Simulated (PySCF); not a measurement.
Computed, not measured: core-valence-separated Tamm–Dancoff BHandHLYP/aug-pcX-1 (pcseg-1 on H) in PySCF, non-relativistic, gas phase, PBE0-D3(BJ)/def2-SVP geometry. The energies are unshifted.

Main lines of an unknown, eV (oscillator strength): C K: 282.9 (0.067), 285.3 (0.009), 285.3 (0.010), 285.7 (0.010), 285.9 (0.028); N K: 396.3 (0.062), 400.8 (0.053). Listed: the first five lines at most of each edge with a tenth or more of its strongest line's intensity; roots within 0.03 eV on the same or equivalent atoms are summed. Only the lowest roots were sought, and the top ones are left out.

Task: Which candidate gives them?
A. `C(C[C@H](C)N)#C`
B. `CC(C)[C@H]1C=N1`

Result: B. 

- `CC(C)[C@H]1C=N1`: C K: 282.9 (0.067), 285.3 (0.009), 285.3 (0.010), 285.7 (0.010), 285.9 (0.028); N K: 396.3 (0.062), 400.8 (0.053). First C line listed at 282.9 eV, hole on the C=N carbon (1s→π*); first N line listed at 396.3 eV, hole on the C=N nitrogen.
- `C#CC[C@H](C)N`: C K: 283.6 (0.070), 283.7 (0.048), 283.8 (0.114), 286.0 (0.029), 286.1 (0.023); N K: 399.3 (0.015), 400.4 (0.031), 401.0 (0.007), 401.7 (0.007), 401.8 (0.005). First C line listed at 283.6 eV, hole on the terminal alkyne carbon (1s→π*); first N line listed at 399.3 eV, hole on the primary amine nitrogen.

One conformer each; other structures than these candidates weren't tested.

The values belong to the conformer `[CH3:1][CH:2]([CH3:3])[C@H:4]1[CH:5]=[N:6]1`: C1–C2–C4–C5 -138°.
